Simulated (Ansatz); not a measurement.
Input (CCSDT(Q)/cc-pVQZ; Ansatz, a quantum-chemistry and plane-wave program):

Ansatz 0.2 input:
```yaml
crystal:
  periodic: [false, false, false]
  atoms:
    - {symbol: O, position_ang: [0.00702152, 0.00134342, 0.11666744]}
    - {symbol: H, position_ang: [-0.04995842, 0.75929218, -0.47415850]}
    - {symbol: H, position_ang: [-0.00621371, -0.77003954, -0.45918106]}
basis:
  gaussian:
    orbitals: cc-pVQZ
magnetization: {spin_polarized: false}
correlation: {method: ccsdt_q, electrons: outside_noble_gas}
```

Output:

```
Functional definition: HF
integrals: 0.26 GiB planned
1422 factors; integrals over basis functions are off by at most 2.0e-7 eV
mean field: 0.30 GiB planned
mean field evaluation 1: about -2068.0178 eV, gradient 3.3e1 eV
mean field evaluation 2: about -2068.0177 eV, gradient 3.3e1 eV
mean field evaluation 4: about -2069.8105 eV, gradient 1.4e0 eV
mean field evaluation 8: about -2069.8179 eV, gradient 3.2e-5 eV
mean field evaluation 16: about -2069.8174 eV, gradient 3.4e-1 eV
mean field -2069.81792829 eV, -76.0644058917 hartree, gradient 9.3e-7 eV, S^2 0.000000; 0 other end points of the search recorded, 0 dependent functions left out
1 core orbitals not correlated
reference -2069.81792829 eV, -76.0644058917 hartree; 4, 4 occupied and 110, 110 virtual orbitals, 1422 factors
second order -7.70453054 eV of doubles, -0.00000000 eV of singles
coupled cluster: 1.92 GiB planned
cycle   1  -7.62585840 eV  change    7.9e-2 eV  update   5.4e-2
cycle   2  -7.91660788 eV  change   -2.9e-1 eV  update   2.3e-2
cycle   3  -8.05711162 eV  change   -1.4e-1 eV  update   7.8e-3
cycle   4  -8.04042844 eV  change    1.7e-2 eV  update   2.0e-3
cycle   5  -8.03374393 eV  change    6.7e-3 eV  update   7.8e-4
cycle   6  -8.03570448 eV  change   -2.0e-3 eV  update   2.1e-4
cycle   7  -8.03619785 eV  change   -4.9e-4 eV  update   1.0e-4
cycle   8  -8.03600557 eV  change    1.9e-4 eV  update   3.1e-5
cycle   9  -8.03599988 eV  change    5.7e-6 eV  update   1.3e-5
cycle  10  -8.03601437 eV  change   -1.4e-5 eV  update   3.8e-6
cycle  11  -8.03600343 eV  change    1.1e-5 eV  update   1.3e-6
cycle  12  -8.03600449 eV  change   -1.1e-6 eV  update   4.4e-7
cycle  13  -8.03600476 eV  change   -2.7e-7 eV  update   1.1e-7
perturbative correction -0.01131080 eV, -0.0004156642 hartree
Total energy: -2077.86524385 eV, -76.3601392838 hartree
```
